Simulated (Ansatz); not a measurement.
`F[SiH2][SiH3]` and `F[SiH2]F` differ in one atom or group.

Ansatz, PBE0-D4/def2-TZVP geometries, multiplicity 1. 

```csv
property,`F[SiH2][SiH3]`
HOMO energy (PBE0/def2-TZVPP) / eV,-8.41
HOMO–LUMO gap (PBE0/def2-TZVPP) / eV,7.75
LUMO energy (ωB97M-V/def2-TZVPP) / eV,1.13
LUMO energy (B3LYP/def2-TZVPP) / eV,-0.84
HOMO–LUMO gap (B3LYP/def2-TZVPP) / eV,7.38
HOMO energy (ωB97M-V/def2-TZVPP) / eV,-10.46
```

Give the same properties after the change, and the shifts. (Best estimate.)

Ansatz gave: 
```
                             property  `F[SiH2]F`  shift
   HOMO energy (PBE0/def2-TZVPP) / eV       -9.88  -1.47
 HOMO–LUMO gap (PBE0/def2-TZVPP) / eV       10.19   2.44
LUMO energy (ωB97M-V/def2-TZVPP) / eV        2.03   0.90
  LUMO energy (B3LYP/def2-TZVPP) / eV        0.04   0.88
HOMO–LUMO gap (B3LYP/def2-TZVPP) / eV        9.73   2.35
HOMO energy (ωB97M-V/def2-TZVPP) / eV      -12.16  -1.70
```

With PBE0 the HOMO falls by 1.47 eV and the LUMO rises by 0.96 eV, so the gap widens by about 2.43 eV. PBE moves the HOMO by -1.15 eV and ωB97M-V by -1.70 eV. The zero-point energy changes by -56.0 kJ/mol with -9 modes.

B3LYP here is the variant with VWN-RPA as its local correlation; programs differ in this.
